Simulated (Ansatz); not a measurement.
# C₃H₇N: ionisation energy by level of theory

The task here is to estimate one member of a computed series from the others.

The runs use Ansatz 0.2.0, Gaussian basis; unrestricted cation, the program's frozen cores in correlated methods.

Plan: UKS PBE-D4/def2-TZVPP; UKS r2SCAN-D4/def2-TZVPP; UKS PBE0-D4/def2-TZVPP; UKS B3LYP-D4/def2-TZVPP; UKS wB97X-V/def2-TZVPP; UKS wB97M-V/def2-TZVPP; UKS B2PLYP/def2-TZVPP; UHF-MP2/def2-TZVPP; UHF-MP2/def2-QZVPP; then −ε(HOMO) from the neutral's earlier runs with LDA (SPW92), PBE-D4, revPBE-D4, BLYP-D4, r2SCAN-D4, B97M-V, PBE0-D4, B3LYP-D4, r2SCANh-D4, r2SCAN0-D4, HSE06-D4, BHLYP-D4, CAM-B3LYP-D4, LC-ωPBE, ωB97X-V, ωB97M-V.

1 further run of the same task is left out (it didn't finish).

**The relaxed structure**

The geometry comes from an earlier relaxation with PBE0-D4 in a triple-zeta def2 set; it is a stationary point, not always the lowest conformer.

SMILES `NC1CC1`, 11 atoms, charge 0, spin multiplicity 1.

Atoms are counted from 1 here; the program's logs count them from 0.

Bond lengths: N1–C2 1.432 Å, N1–H5 1.012 Å, N1–H6 1.012 Å, C2–C3 1.495 Å, C2–C4 1.495 Å, C2–H7 1.090 Å, C3–C4 1.500 Å, C3–H8 1.083 Å, C3–H9 1.083 Å, C4–H10 1.083 Å, C4–H11 1.083 Å. Angles: C2–N1–H5 111.1°, C2–N1–H6 111.1°, H5–N1–H6 107.7°, N1–C2–C3 116.9°, N1–C2–C4 116.9°, N1–C2–H7 118.3°, C3–C2–C4 60.2°, C3–C2–H7 115.7°, C4–C2–H7 115.7°, C2–C3–C4 59.9°, C2–C3–H8 118.4°, C2–C3–H9 116.3°, C4–C3–H8 118.6°, C4–C3–H9 117.1°, H8–C3–H9 115.4°, C2–C4–C3 59.9°, C2–C4–H10 118.4°, C2–C4–H11 116.3° and more.

Coordinates:

| atom | x (Å) | y (Å) | z (Å) |
| --- | --- | --- | --- |
| N1 | -1.13552 | 0.91728 | -0.43749 |
| C2 | 0.16960 | 0.48460 | -0.03575 |
| C3 | 0.23643 | -0.64095 | 0.94644 |
| C4 | 0.60135 | -0.87327 | -0.48940 |
| H5 | -1.11066 | 1.34561 | -1.35447 |
| H6 | -1.50849 | 1.59929 | 0.21112 |
| H7 | 0.96054 | 1.23086 | 0.04452 |
| H8 | 1.02674 | -0.63234 | 1.68642 |
| H9 | -0.71162 | -1.03894 | 1.28514 |
| H10 | 1.64353 | -1.02501 | -0.74049 |
| H11 | -0.10660 | -1.42413 | -1.09544 |

Set-up of the first run:

Contents of in.yaml:

```yaml
crystal:
  periodic: [false, false, false]
  atoms:
    - {symbol: N, position_ang: [-1.135522, 0.917283, -0.437489]}
    - {symbol: C, position_ang: [0.169602, 0.484596, -0.035747]}
    - {symbol: C, position_ang: [0.236429, -0.640950, 0.946444]}
    - {symbol: C, position_ang: [0.601350, -0.873270, -0.489400]}
    - {symbol: H, position_ang: [-1.110661, 1.345610, -1.354472]}
    - {symbol: H, position_ang: [-1.508495, 1.599295, 0.211119]}
    - {symbol: H, position_ang: [0.960543, 1.230862, 0.044523]}
    - {symbol: H, position_ang: [1.026737, -0.632344, 1.686417]}
    - {symbol: H, position_ang: [-0.711622, -1.038943, 1.285136]}
    - {symbol: H, position_ang: [1.643534, -1.025014, -0.740492]}
    - {symbol: H, position_ang: [-0.106597, -1.424125, -1.095440]}
basis:
  gaussian: {orbitals: def2-TZVPP}
total_charge: 1
magnetization: {spin_polarized: true, initial_magnetization: 1}
hamiltonian: {xc: pbe, dispersion: d4}
```

On the command line:

```bash
> ansatz run in.yaml --threads 4 --pin off --events-out ev --progress --plain --max-ram 10444MiB
```

Steps of the session up to this table: Cation, UKS PBE-D4/def2-TZVPP; Cation, UKS r2SCAN-D4/def2-TZVPP; Cation, UKS PBE0-D4/def2-TZVPP; Cation, UKS B3LYP-D4/def2-TZVPP; Cation, UKS wB97X-V/def2-TZVPP; Cation, UKS wB97M-V/def2-TZVPP; Cation, UKS B2PLYP (frozen core)/def2-TZVPP; Cation, UHF-MP2/def2-TZVPP; Cation, UHF-MP2/def2-QZVPP.

One of the session's tables, all rows but one given; the rest of the session is left out.

Orbital estimates, from the neutral's runs:

```
  functional  −ε(HOMO) (eV)
 LDA (SPW92)           5.56
      PBE-D4           5.44
   revPBE-D4           5.39
     BLYP-D4           5.34
   r2SCAN-D4           5.73
      B97M-V           5.89
     PBE0-D4           6.90
    B3LYP-D4           6.67
  r2SCANh-D4           6.27
  r2SCAN0-D4           7.10
    HSE06-D4           6.49
    BHLYP-D4           8.28
CAM-B3LYP-D4              ?
     LC-ωPBE           9.73
     ωB97X-V           9.38
     ωB97M-V           9.29
```

Estimate the missing values for CAM-B3LYP-D4.

The run gave: −ε(HOMO) (eV): 8.35. In the column «−ε(HOMO) (eV)» it lies between BHLYP-D4 (8.28) and ωB97M-V (9.29).
